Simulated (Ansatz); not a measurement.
C2H3O2 (`CC([O])=O`) radical, relaxed with UKS PBE-D4/def2-SVP in Ansatz 0.2.0 from a rough embedded geometry. The force threshold is 0.03 eV/Å; the program also tests the step.

The species carries charge 0 and has multiplicity 2.

Start:

```xyz
7

C     0.166    0.214   -0.523
C    -0.244   -0.316    0.775
O     0.508    0.003    1.700
O    -1.219   -1.055    0.803
H    -0.559   -0.075   -1.363
H     0.176    1.347   -0.547
H     1.171   -0.119   -0.845
```

Q: How much energy does the relaxation release, and in how many steps? (Estimate.)

A: Computed: 0.52 eV, in 5 steps.

Q: Which bonds change most? (Best estimate.)

A: Computed: C2–O4 from 1.224 to 1.266 Å; C1–H5 from 1.147 to 1.107 Å; C1–C2 from 1.461 to 1.497 Å; C2–O3 from 1.234 to 1.268 Å.

Q: Give the relaxed structure. (Estimate.)

A: Ansatz gave: 
```xyz
7

C     0.169    0.249   -0.611
C    -0.213   -0.302    0.728
O     0.426   -0.060    1.795
O    -1.208   -1.061    0.918
H    -0.555   -0.078   -1.382
H     0.196    1.356   -0.566
H     1.185   -0.103   -0.882
```
